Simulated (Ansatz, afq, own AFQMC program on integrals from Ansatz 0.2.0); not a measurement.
AFQMC on a folder of integrals that Ansatz 0.2.0 wrote.

```yaml
crystal:
  periodic: [false, false, false]
  atoms:
    - {symbol: C, position_ang: [0.000000, 0.000000, 0.000000]}
    - {symbol: H, position_ang: [0.000000, 0.000000, -2.164110]}
    - {symbol: H, position_ang: [0.000000, 0.000000, 2.164110]}
basis:
  gaussian: {orbitals: cc-pVDZ}
total_charge: 1
magnetization: {spin_polarized: false, initial_magnetization: 1}
correlation: {method: ccsd_t, electrons: outside_noble_gas, hamiltonian_folder: ham}
```

```sh
$ ansatz run in.yaml --threads 1 --pin off --events-out ev --progress --plain --max-ram 24576MiB --backend cuda --devices 0, --max-vram 18GiB
```

afq runs on the folder ham with

```
--method phaseless --trial cisd --walkers 4000 --populations 20 --least-time 60 --time-step 0.005 --steps-per-block 50 --equilibration-blocks 40 --max-blocks 4000 --target-error 0.00027 --factor-cut 1e-05 --start spin_pure --seed 3646 --release-times 0.24,0.51,0.99,1.62,2.4 --release-step 0.03 --release-every 3 --taylor-order 6
```

Times are imaginary, in 1/Eh. The walk had a cap of 122 s. With eight or more populations the least sampling time is a fifth of least-time, and the error comes from their spread.

Log:

```
orbitals 23  electrons 3 2  factors 132 of 217
reference energy -38.23865870 Eh
CCSD correlation -0.16127438 Eh in 16 cycles, weight of the determinant in the CISD state 0.7674
energy of the start -38.399911 Eh
 block  time / (1/Eh)  mean weight  energy / Eh
     1     0.250  1.0001  -38.398626
     2     0.500  0.9999  -38.398877
     3     0.750  0.9999  -38.399613
     4     1.000  1.0001  -38.400416
     5     1.250  1.0003  -38.401018
    10     2.500  0.9999  -38.403752
    19     4.750  1.0000  -38.405144
    29     7.250  0.9999  -38.404981
    39     9.750  1.0000  -38.404859
    49    12.250  1.0000  -38.405015
    59    14.750  0.9998  -38.403312
    61    15.250  1.0000  -38.403306
    69    17.250  1.0001  -38.404429
    79    19.750  1.0003  -38.404531
    83    20.750  1.0001  -38.405483
    89    22.250  0.9999  -38.404261
error from the spread of 20 populations
released: time / (1/Eh)  energy / Eh  error  mean overlap
  0.24  -38.405247  0.000146  0.9989
  0.51  -38.405565  0.000139  1.0009
  0.99  -38.406106  0.000142  1.0041
  1.62  -38.406671  0.000192  1.0015
  2.40  -38.407038  0.000184  1.0026
energy -38.404539 +/- 0.000140 Eh
(rows thinned)
```

The run passed its tests (sampling time, drift between the halves within three errors, error under three times the target), which doesn't prove that it has relaxed.

Against this walk (error 3.8 meV) on the same determinant: CCSD(T) 69.9 meV lower, CCSDT(Q) 103.9 meV lower, CCSDTQ 105.2 meV lower, full CI 105.1 meV lower. The error is statistical and leaves out the bias of the constraint. The released energies are still falling (meV from the phaseless value at times in 1/Eh: -19 ± 4 at 0.24, -28 ± 4 at 0.51, -43 ± 4 at 0.99, -58 ± 5 at 1.62, -68 ± 5 at 2.40), so they give no level; they do show a bias of the constraint, and the last of them that isn't too noisy lies 37 meV above full CI. Full CI is exact here, so the walk's 105 meV above it is the walk's own error: the bias of the constraint with this trial. The determinant is a poor start (see the cautions), so the low cluster orders aren't to be relied on, and full CI is the sure value.

Cautions: constraint bias not in the error; a spin-contaminated unrestricted determinant lies lower (UHF 2.15 eV lower, ⟨S²⟩ 1.73); strong correlation (T1 0.059, weight of the determinant 0.77, largest double 0.42); the CCSD(T) amplitudes may be one of several solutions (largest double 0.42); the CCSDT(Q) amplitudes may be one of several solutions (largest double 0.46); the CCSDTQ amplitudes may be one of several solutions (largest double 0.46).

The walk took 31 s on 1 × NVIDIA H100 80GB HBM3 with 2 threads of AMD EPYC 7R13 Processor (Zen 3) (shared host) (the card was shared). The log's last line is the phaseless energy.

CCSDT and higher add their correlation energy to the determinant of the CCSD(T) run, since their own runs factorise the integrals more tightly (a shift of under 2 meV). A walk keeps the symmetry of its determinant, which the program's search chose and which needn't be the lowest solution, so a lower state of the same spin and another symmetry isn't excluded.
